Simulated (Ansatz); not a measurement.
A calculation with Ansatz (development build ahead of 0.2.0).

```yaml
crystal:
  periodic: [false, false, false]
  atoms:
    - { symbol: C, position_ang: [0.13325, -0.04198, -1.43311] }
    - { symbol: C, position_ang: [-0.08324, 0.17947, 0.02935] }
    - { symbol: C, position_ang: [-0.12261, 0.08185, 1.42515] }
basis:
  gaussian: { orbitals: STO-3G }
hamiltonian:
  xc: hf
output:
  forces: true
```

The input is written out in the form of the current development build from the run's settings.

The run gave:

```json
{"Converged": "yes", "Total energy": "-111.83076 hartree"}
```

Forces (eV/Å):
```tsv
atom	Fx	Fy	Fz
C1	-1.694	1.759	11.222
C2	1.481	-2.432	-2.490
C3	0.212	0.673	-8.732
```

Caution: stretched shape with no unrestricted run beside it, a lower state can exist.
